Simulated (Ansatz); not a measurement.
The cluster Al₂H₂. Total charge 0; singlet. Geometry PBE-D4/def2-TZVP.

```xyz
4

Al   -0.323    0.737    1.029
Al   -0.221   -0.126   -1.282
H    -0.549   -0.953    0.332
H     1.094    0.343   -0.079
```

B3LYP takes the VWN-RPA correlation. The structure comes from a short search, and lower isomers may exist.

(1) Estimate the orbital energies around the gap (eV) in Ansatz with PBE-D4/def2-SVP, PBE-D4/def2-TZVP, revPBE-D4/def2-TZVP, B3LYP-D4/def2-TZVP, PBE0-D4/def2-TZVPD.

Answers

(1) 
| orbital | PBE-D4/def2-SVP | PBE-D4/def2-TZVP | revPBE-D4/def2-TZVP | B3LYP-D4/def2-TZVP | PBE0-D4/def2-TZVPD |
| --- | --- | --- | --- | --- | --- |
| HOMO−9 | -69.39 | -69.22 | -69.18 | -73.27 | -74.02 |
| HOMO−8 | -69.37 | -69.20 | -69.16 | -73.25 | -74.00 |
| HOMO−7 | -69.31 | -69.13 | -69.10 | -73.19 | -73.95 |
| HOMO−6 | -69.30 | -69.13 | -69.10 | -73.19 | -73.95 |
| HOMO−5 | -69.27 | -69.09 | -69.06 | -73.16 | -73.92 |
| HOMO−4 | -69.26 | -69.08 | -69.04 | -73.15 | -73.91 |
| HOMO−3 | -11.70 | -11.64 | -11.61 | -12.90 | -13.29 |
| HOMO−2 | -7.29 | -7.24 | -7.24 | -8.19 | -8.43 |
| HOMO−1 | -6.36 | -6.37 | -6.31 | -7.01 | -7.17 |
| HOMO | -5.26 | -5.25 | -5.23 | -5.92 | -6.10 |
| LUMO | -3.65 | -3.61 | -3.57 | -3.02 | -2.96 |
| LUMO+1 | -1.48 | -1.48 | -1.44 | -0.88 | -0.81 |
| LUMO+2 | -1.41 | -1.40 | -1.36 | -0.83 | -0.75 |
| LUMO+3 | -0.33 | -0.46 | -0.43 | 0.07 | 0.09 |
| LUMO+4 | 1.01 | 0.54 | 0.57 | 1.02 | 0.35 |
| LUMO+5 | 1.12 | 0.85 | 0.91 | 1.44 | 0.57 |
